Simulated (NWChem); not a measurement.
## What each level costs for fluoromethane (CH3F)

```xyz
5

C      0.6088    -0.1106     0.0000
F     -0.7327     0.1332     0.0000
H      0.8879    -0.6879     0.8972
H      0.8879    -0.6879    -0.8972
H      1.1658     0.8411     0.0000
```
Charge 0, spin multiplicity 1.

Program: NWChem. All single points use one geometry, from PBE0/def2-SVP, a minimum by its harmonic frequencies.

Basis set: cc-pVTZ (102 functions). Each entry is one whole single-point run; the coupled-cluster runs use the TCE module, and the SCF and DFT modules converge to different thresholds.

The correlated methods keep 2 core orbitals frozen. B3LYP has NWChem's definition, with VWN1-RPA local correlation. GW and range-separated runs recompute their integrals, the others keep them in memory, which bears on the times.

Question: Roughly how much processor time does each of these take, relative to RHF: MP2, RI-MP2, B2PLYP, PBE, B3LYP, CAM-B3LYP, CR-CCSD(T)?

Answer: B3LYP about the same, within a factor of 3; PBE about the same, within a factor of 3; RI-MP2 about the same, within a factor of 3; B2PLYP about the same, within a factor of 3; MP2 about the same, within a factor of 3; CAM-B3LYP about 10; CR-CCSD(T) about 30 (rough ratios from shared machines).
